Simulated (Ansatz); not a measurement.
Ansatz (a first-principles code) input (PBE0/def2-TZVP):

Ansatz 0.2 input:
```yaml
crystal:
  periodic: [false, false, false]
  atoms:
    - {symbol: C, position_ang: [-0.02836015, 1.41842046, -0.00724427]}
    - {symbol: C, position_ang: [1.19433491, 0.68644435, -0.00472030]}
    - {symbol: C, position_ang: [1.21136309, -0.73848915, 0.00256876]}
    - {symbol: C, position_ang: [0.02836015, -1.41842046, 0.00724427]}
    - {symbol: C, position_ang: [-1.19433491, -0.68644435, 0.00472030]}
    - {symbol: C, position_ang: [-1.21136309, 0.73848915, -0.00256876]}
    - {symbol: H, position_ang: [-0.00015783, 2.49931632, -0.01281479]}
    - {symbol: H, position_ang: [2.13358328, 1.22627764, -0.00843243]}
    - {symbol: H, position_ang: [2.15954719, -1.25820662, 0.00428037]}
    - {symbol: H, position_ang: [0.00015783, -2.49931632, 0.01281479]}
    - {symbol: H, position_ang: [-2.13358328, -1.22627764, 0.00843243]}
    - {symbol: H, position_ang: [-2.15954719, 1.25820662, -0.00428037]}
basis:
  gaussian:
    orbitals: def2-TZVP
hamiltonian:
  xc: {name: PBE0}
total_charge: 1
magnetization: {spin_polarized: true, initial_magnetization: 1}
```

End of the output:

```
integrals: 0.14 GiB planned
1344 factors; their error is unknown
mean field: 1.76 GiB planned
mean field evaluation 1: about -6294.1679 eV, gradient 4.8e1 eV
mean field evaluation 2: about -6293.6801 eV, gradient 4.9e1 eV
mean field evaluation 4: about -6305.1787 eV, gradient 1.0e0 eV
mean field evaluation 8: about -6305.1789 eV, gradient 2.4e-2 eV
mean field evaluation 16: about -6305.1555 eV, gradient 1.3e-4 eV
mean field -6305.15546910 eV, -231.7101897015 hartree, gradient 1.1e-5 eV, S^2 0.768726; 1 other end points of the search recorded, 0 dependent functions left out
reference -6305.15549942 eV, -231.7101908159 hartree; 21, 20 occupied and 201, 202 virtual orbitals, 1344 factors
Total energy: -6305.15549942 eV, -231.7101908159 hartree
```
